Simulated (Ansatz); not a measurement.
**HSiBe, quartet along the angle Be2-Si1-H3**

Starting geometry (PBE0/def2-TZVP stationary point for this spin, not checked as a minimum):

```xyz
3

Si    0.0000    0.0000    0.1967
Be    0.0000    0.0000   -1.8825
H     0.0000    0.0000    1.6858
```

From there the angle named below is changed in its plane at fixed bond lengths, both arms turning rigidly about the middle atom; atoms are numbered as listed. Energies are in eV, counted from the starting geometry at the same level. Kohn–Sham curves are unrestricted where that lies lower.

Basis 6-31G; Ansatz 0.2.0. Only valence electrons are correlated (noble-gas cores frozen).

In so small a basis the reference is far from its limit while semilocal and hybrid functionals are nearer theirs (RPA and double hybrids share much of the reference's basis error), so the functionals' errors here hold much of the reference's basis and frozen-core error, which can add to them or hide them.

Full CI is exact within this basis and frozen core; it isn't the basis-set limit.

```json
{"angle Be2-Si1-H3 (°)": "70.4", "full CI": "0.944", "SPW92": "0.965", "PBE": "0.984", "r2SCAN": "0.973", "PBE0": "0.994", "B3LYP": "0.967", "CAM-B3LYP": "0.978", "wB97M-V": "1.034", "B2PLYP": "0.960", "RPA-PBE": "0.900"}
{"angle Be2-Si1-H3 (°)": "85.3", "full CI": "0.654", "SPW92": "0.763", "PBE": "0.758", "r2SCAN": "0.735", "PBE0": "0.734", "B3LYP": "0.716", "CAM-B3LYP": "0.700", "wB97M-V": "0.772", "B2PLYP": "0.687", "RPA-PBE": "0.646"}
{"angle Be2-Si1-H3 (°)": "102.4", "full CI": "0.333", "SPW92": "0.464", "PBE": "0.447", "r2SCAN": "0.421", "PBE0": "0.408", "B3LYP": "0.390", "CAM-B3LYP": "0.359", "wB97M-V": "0.441", "B2PLYP": "0.355", "RPA-PBE": "0.327"}
{"angle Be2-Si1-H3 (°)": "125.1", "full CI": "0.075", "SPW92": "0.189", "PBE": "0.172", "r2SCAN": "0.150", "PBE0": "0.134", "B3LYP": "0.119", "CAM-B3LYP": "0.089", "wB97M-V": "0.163", "B2PLYP": "0.088", "RPA-PBE": "0.066"}
{"angle Be2-Si1-H3 (°)": "143.1", "full CI": "-0.003", "SPW92": "0.071", "PBE": "0.061", "r2SCAN": "0.048", "PBE0": "0.038", "B3LYP": "0.028", "CAM-B3LYP": "0.008", "wB97M-V": "0.058", "B2PLYP": "0.007", "RPA-PBE": "-0.011"}
{"angle Be2-Si1-H3 (°)": "155.1", "full CI": "-0.013", "SPW92": "0.029", "PBE": "0.024", "r2SCAN": "0.017", "PBE0": "0.012", "B3LYP": "0.007", "CAM-B3LYP": "-0.004", "wB97M-V": "0.024", "B2PLYP": "-0.006", "RPA-PBE": "-0.018"}
{"angle Be2-Si1-H3 (°)": "180.0", "full CI": "0.000", "SPW92": "0.000", "PBE": "0.000", "r2SCAN": "0.000", "PBE0": "0.000", "B3LYP": "0.000", "CAM-B3LYP": "0.000", "wB97M-V": "0.000", "B2PLYP": "0.000", "RPA-PBE": "0.000"}
```
